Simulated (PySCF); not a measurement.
Bond stretch in SMILES C#N. The C1–H3 bond (C1 also carries N; H3 carries nothing else) is pulled apart rigidly from the PBE0/def2-TZVP optimised geometry.

Levels of theory: UHF/6-31G (PySCF); RHF/6-31G (PySCF); UKS-wB97X-V = unrestricted wB97X-V/6-31G (PySCF); RKS-wB97X-V = PySCF with restricted wB97X-V/6-31G; UKS-BHandHLYP = unrestricted BHandHLYP/6-31G run with PySCF; RKS-BHandHLYP = restricted BHandHLYP/6-31G (PySCF); UKS-B3LYP = PySCF with unrestricted B3LYP/6-31G; RKS-B3LYP = restricted B3LYP/6-31G in PySCF.

Scanned distances (Å): 0.85, 0.91, 0.96, 1.00, 1.03, 1.07, 1.09, 1.14, 1.17, 1.23, 1.33, 1.44, 1.60, 1.78, 1.91, 2.16, 2.33, 2.59, 2.86, 3.22, 3.72.

Problem. Where does the unrestricted solution first break spin symmetry (<S²> of 0.01 or more)?

Solution. UHF: between 1.44 and 1.60 Å; UKS-wB97X-V: between 1.91 and 2.16 Å; UKS-BHandHLYP: between 1.78 and 1.91 Å; UKS-B3LYP: between 1.91 and 2.16 Å.

| R / Å | <S²> UHF | E(RHF) − E(UHF) / kJ/mol | <S²> UKS-wB97X-V | E(RKS-wB97X-V) − E(UKS-wB97X-V) / kJ/mol | <S²> UKS-BHandHLYP | E(RKS-BHandHLYP) − E(UKS-BHandHLYP) / kJ/mol | <S²> UKS-B3LYP | E(RKS-B3LYP) − E(UKS-B3LYP) / kJ/mol |
|---|---|---|---|---|---|---|---|---|
| 0.85 | 0.00 | 0.0 | 0.00 | 0.0 | 0.00 | 0.0 | 0.00 | 0.0 |
| 0.91 | 0.00 | 0.0 | 0.00 | 0.0 | 0.00 | 0.0 | 0.00 | 0.0 |
| 0.96 | 0.00 | 0.0 | 0.00 | 0.0 | 0.00 | 0.0 | 0.00 | 0.0 |
| 1.00 | 0.00 | 0.0 | 0.00 | 0.0 | 0.00 | 0.0 | 0.00 | 0.0 |
| 1.03 | 0.00 | 0.0 | 0.00 | 0.0 | 0.00 | 0.0 | 0.00 | 0.0 |
| 1.07 | 0.00 | 0.0 | 0.00 | 0.0 | 0.00 | 0.0 | 0.00 | 0.0 |
| 1.09 | 0.00 | 0.0 | 0.00 | 0.0 | 0.00 | 0.0 | 0.00 | 0.0 |
| 1.14 | 0.00 | 0.0 | 0.00 | 0.0 | 0.00 | 0.0 | 0.00 | 0.0 |
| 1.17 | 0.00 | 0.0 | 0.00 | 0.0 | 0.00 | 0.0 | 0.00 | 0.0 |
| 1.23 | 0.00 | 0.0 | 0.00 | 0.0 | 0.00 | 0.0 | 0.00 | 0.0 |
| 1.33 | 0.00 | 0.0 | 0.00 | 0.0 | 0.00 | 0.0 | 0.00 | 0.0 |
| 1.44 | 0.00 | 0.0 | 0.00 | 0.0 | 0.00 | 0.0 | 0.00 | 0.0 |
| 1.60 | 0.24 | 2.4 | 0.00 | 0.0 | 0.00 | 0.0 | 0.00 | 0.0 |
| 1.78 | 0.73 | 31.8 | 0.00 | 0.0 | 0.00 | 0.0 | 0.00 | 0.0 |
| 1.91 | 0.95 | 69.7 | 0.00 | 0.0 | 0.18 | 3.7 | 0.00 | 0.0 |
| 2.16 | 1.20 | 157.9 | 0.47 | 20.2 | 0.57 | 37.5 | 0.38 | 12.5 |
| 2.33 | 1.29 | 219.0 | 0.68 | 51.7 | 0.74 | 71.0 | 0.59 | 32.8 |
| 2.59 | 1.36 | 304.9 | 0.86 | 106.8 | 0.89 | 124.4 | 0.78 | 68.7 |
| 2.86 | 1.39 | 380.5 | 0.94 | 161.7 | 0.97 | 174.5 | 0.89 | 103.3 |
| 3.22 | 1.41 | 459.8 | 0.99 | 223.8 | 1.01 | 228.0 | 0.96 | 140.3 |
| 3.72 | 1.41 | 536.1 | 1.01 | 286.8 | 1.02 | 278.7 | 1.00 | 174.7 |
